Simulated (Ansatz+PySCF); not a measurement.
Results of a calculation; reference values are marked as such.
## PySCF 2.14.0 run

```python
from pyscf import gto, scf

mol = gto.M(atom="""
Li -0.005170 0.003760 -1.481030
O -0.004450 -0.007730 0.333140
H 0.005510 0.776370 0.916430
H 0.002360 -0.758600 0.918430
""", basis='def2-svp', charge=1, spin=0)
mf = scf.RHF(mol)
mf.init_guess = 'minao'
mf.kernel()
while True:  # follow internal instabilities
    mo, _, stable, _ = mf.stability(return_status=True)
    if stable: break
    mf.kernel(mf.make_rdm1(mo, mf.mo_occ))
print(mf.converged, mf.e_tot, mf.spin_square()[0])
```

The script is written out from the run's settings.

Results

- Converged: yes
- Total energy: -83.25774 hartree
- Spin squared of the determinant: 0.000
